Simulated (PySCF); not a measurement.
H6NPSi.
Structure used (PBE0-D3(BJ)/def2-SVP), in Å, numbered top down from 1:
```
atom  x, y, z in Å
N1    -1.422    0.709   -0.167
Si2   -0.216   -0.403    0.382
P3     1.631   -0.003   -0.861
H4    -1.637    0.763   -1.157
H5    -2.254    0.862    0.391
H6    -0.048   -0.169    1.849
H7    -0.501   -1.867    0.193
H8     2.413   -0.989   -0.186
H9     2.093    1.078   -0.051
```

Level of theory: PBE0-D3(BJ)/def2-SVP geometry optimisation, gas phase in PySCF.

Take the most abundant isotopes and a rigid rotor. The values belong to one conformer with, in the numbering `[NH2:1][SiH2:2][PH2:3]`, H–N1–Si2–P3 52° and -165°, N1–Si2–P3–H 178° and 84°.

Task: Give the principal moments of inertia and the rotational constants in GHz.

Result: Ia = 33.61, Ib = 141.70, Ic = 164.53 u·Å²; 505379 MHz·u·Å²/I gives 15038, 3566 and 3072 MHz, that is A = 15.038, B = 3.5664, C = 3.0716 GHz.

Task: What kind of rotor is it?

Result: A near-prolate asymmetric top: κ = (2 × 3566 − 15038 − 3072)/(15038 − 3072) = -0.92.

Task: What does the inertial defect say?

Result: Not planar: Δ = Ic − Ia − Ib = -10.78 u·Å². For a rigid frame Δ = −2 Σ m c², so Σ m c² = 5.39 u·Å² lies off the ab plane: 5.34 from hydrogen and 0.05 from heavier atoms. The atom farthest from that plane is 1.38 Å away.

Task: List the rotational levels J(Ka,Kc) to J = 3 (K).

Result: Above 0(0,0), as E/k:
J = 1: 1(0,1) 0.319, 1(1,1) 0.869, 1(1,0) 0.893
J = 2: 2(0,2) 0.955, 2(1,2) 1.483, 2(1,1) 1.554, 2(2,1) 3.205, 2(2,0) 3.206
J = 3: 3(0,3) 1.908, 3(1,3) 2.402, 3(1,2) 2.545, 3(2,2) 4.161, 3(2,1) 4.165, 3(3,1) 6.974, 3(3,0) 6.974
The levels of one J sum to (2J + 1)J(J + 1)(A + B + C)/3.

Task: Which lines would a microwave search look for?

Result: The dipole components are |μa| = 1.42 D, |μb| = 0.04 D, |μc| = 0.04 D. The squared components, which scale the intensities, stand as 1.00 : 0.00 : 0.00 (a : b : c). Some lines, for components of 0.1 D or more:

```
type  branch         J(Ka,Kc)    MHz  lower level (cm⁻¹)
   a       Q  1(1,0) ← 1(1,1)    495               0.604
   a       Q  2(1,1) ← 2(1,2)   1485               1.030
   a       Q  3(1,2) ← 3(1,3)   2969               1.670
   a       R  1(0,1) ← 0(0,0)   6638               0.000
   a       R  2(1,2) ← 1(1,1)  12781               0.604
   a       R  2(0,2) ← 1(0,1)  13260               0.221
   a       R  2(1,1) ← 1(1,0)  13771               0.621
   a       R  3(1,3) ← 2(1,2)  19162               1.030
   a       R  3(0,3) ← 2(0,2)  19852               0.664
   a       R  3(2,2) ← 2(2,1)  19914               2.228
   a       R  3(2,1) ← 2(2,0)  19977               2.228
   a       R  3(1,2) ← 2(1,1)  20646               1.080
```

Not checked by PBE0-D3(BJ)/def2-SVP frequencies. These are rigid-rotor constants of the computed structure; measured ground-state constants (B0) also hold zero-point vibration. A rigid rotor knows nothing of inversion at nitrogen, which can split or shift real lines. Quadrupole hyperfine structure (14N) is left out.
